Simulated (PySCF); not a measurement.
Species: H4NP.
SMILES: `N=[PH3]`

Computed with PySCF at CAM-B3LYP/def2-SVPD, non-relativistic, on one gas-phase PBE0-D3(BJ)/def2-SVP geometry that isn't relaxed in the solvent. The solvent is an IEF-PCM continuum (Bondi radii, 1.10 Å for H, scaled by 1.2), and excitations are vertical TDDFT with non-equilibrium linear response and a frozen core. Specific hydrogen bonds and non-electrostatic terms are outside this model.

Gas-phase singlets (H = HOMO, L = LUMO):

| state | E (eV) | λ (nm) | f | leading configuration |
| --- | --- | --- | --- | --- |
| S1 | 5.411 | 229 | 0.024 | H→L+1 98% |
| S2 | 6.071 | 204 | 0.016 | H→L 98% |
| S3 | 6.554 | 189 | 0.026 | H-1→L+1 84% |
| S4 | 6.590 | 188 | 0.000 | H→L+2 98% |
| S5 | 7.058 | 176 | 0.006 | H-1→L 61% |

Problem. What are the lowest 5 singlets in chloroform (ε = 4.711)?

Solution. 
```tsv
state	E (eV)	λ (nm)	f	leading configuration	change by rank (eV)
S1	5.679	218	0.035	H→L 63%	+0.268
S2	6.419	193	0.023	H→L+1 60%	+0.348
S3	6.820	182	0.044	H-1→L 59%	+0.266
S4	6.911	179	0.001	H→L+2 96%	+0.321
S5	7.392	168	0.043	H→L+3 61%	+0.334
```

Problem. What are the lowest 5 singlets in acetone (ε = 20.49)?

Solution. 
```csv
state,E (eV),λ (nm),f,leading configuration,change by rank (eV)
S1,5.788,214,0.034,H→L 78%,+0.377
S2,6.571,189,0.024,H→L+1 75%,+0.500
S3,6.938,179,0.045,H-1→L 73%,+0.384
S4,7.037,176,0.002,H→L+2 96%,+0.447
S5,7.514,165,0.051,H→L+3 66%,+0.456
```

Problem. The ground-state energy changes by -0.353 eV from gas to acetone. By how much does the total energy of gas-phase S3 change?

Solution. E(S3) = E(S0) + excitation energy, so it changes by -0.353 + 0.384 = +0.031 eV: it isn't lowered at all, while the ground state is. This is the vertical state, with the slow part of the continuum still set for S0.

Problem. How do the frontier levels move from gas to acetone?

Solution. 
| orbital | gas (eV) | solvent (eV) | change (eV) |
| --- | --- | --- | --- |
| LUMO+2 | 2.29 | 2.69 | +0.40 |
| LUMO+1 | 1.20 | 1.61 | +0.41 |
| LUMO | 1.09 | 1.46 | +0.37 |
| HOMO | -8.15 | -8.23 | -0.08 |
| HOMO-1 | -9.16 | -9.33 | -0.17 |
| HOMO-2 | -13.01 | -12.74 | +0.27 |
| HOMO-3 | -13.35 | -13.00 | +0.35 |

The HOMO–LUMO gap goes from 9.24 to 9.69 eV. Rows go by rank; for LUMO and LUMO+1 the atom shares or the degeneracy differ between the runs, so the row needn't follow one orbital.
